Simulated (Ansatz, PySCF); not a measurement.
H2N, SMILES [NH2] (connectivity only; charge and spin as stated), charge -1, multiplicity 1. Atoms are numbered in the order given.

```xyz
3

N      0.0000     0.0000    -0.1382
H      0.0000    -0.7960     0.5157
H      0.0000     0.7960     0.5157
```
Charge -1, spin multiplicity 1.

The structure is a stationary point at r2SCAN-D4/def2-TZVPD. The spin state was assumed, not searched. The isomer is the one that the SMILES or the coordinates give; other isomers of the formula were not compared.

Two levels are set side by side: PBE-D3(BJ)/def2-TZVPD (Ansatz, an electronic-structure program) and r2SCAN-D4/def2-TZVPD (PySCF). Each level has its own optimised geometry; the coordinates shown are those of the second. Frequencies come from the Hessian of PySCF at each geometry. Differences are taken from unrounded values.

```json
[
 {"quantity": "mean bond length (Å)", "r2SCAN-D4": "1.030", "PBE-D3(BJ)": "1.038", "PBE-D3(BJ) minus r2SCAN-D4": "0.008"},
 {"quantity": "bond N1–H2 (Å)", "r2SCAN-D4": "1.030", "PBE-D3(BJ)": "1.038", "PBE-D3(BJ) minus r2SCAN-D4": "0.008"},
 {"quantity": "bond N1–H3 (Å)", "r2SCAN-D4": "1.030", "PBE-D3(BJ)": "1.038", "PBE-D3(BJ) minus r2SCAN-D4": "0.008"},
 {"quantity": "highest harmonic wavenumber (cm⁻¹)", "r2SCAN-D4": "3356", "PBE-D3(BJ)": "3286", "PBE-D3(BJ) minus r2SCAN-D4": "-70"},
 {"quantity": "mean harmonic wavenumber (cm⁻¹)", "r2SCAN-D4": "2715", "PBE-D3(BJ)": "2653", "PBE-D3(BJ) minus r2SCAN-D4": "-62"},
 {"quantity": "zero-point energy (kcal/mol)", "r2SCAN-D4": "11.64", "PBE-D3(BJ)": "11.38", "PBE-D3(BJ) minus r2SCAN-D4": "-0.27"}
]
```
